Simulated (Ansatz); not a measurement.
Mulliken charges of CH2BN (`B1C=N1`) from r2SCAN/def2-TZVPP in Ansatz (PBE0-D4/def2-TZVP geometry).

| atom | x (Å) | y (Å) | z (Å) | charge (e) |
| --- | --- | --- | --- | --- |
| B1 | -0.671 | -0.127 | -0.276 | -0.195 |
| C2 | 0.618 | 0.294 | 0.208 | 0.234 |
| N3 | 0.355 | -0.981 | 0.240 | -0.184 |
| H4 | -1.759 | -0.096 | -0.728 | 0.040 |
| H5 | 1.507 | 0.836 | 0.515 | 0.105 |

Problem. By hand: the dipole of these point charges (1 e Å = 4.8032 D).

Solution. Σ q r = (0.298, 0.358, 0.083) e Å, of length 0.473 e Å = 2.27 D.

Problem. How does the dipole of the full density compare? (Estimate.)

Solution. Computed: (0.032, 0.344, -0.024) e Å, 1.66 D; the point charges give 1.37 times that, at 37° from its direction.

Point charges leave out the atoms' own dipoles, such as those of lone pairs, and Mulliken's split depends on the basis, so the two needn't agree.
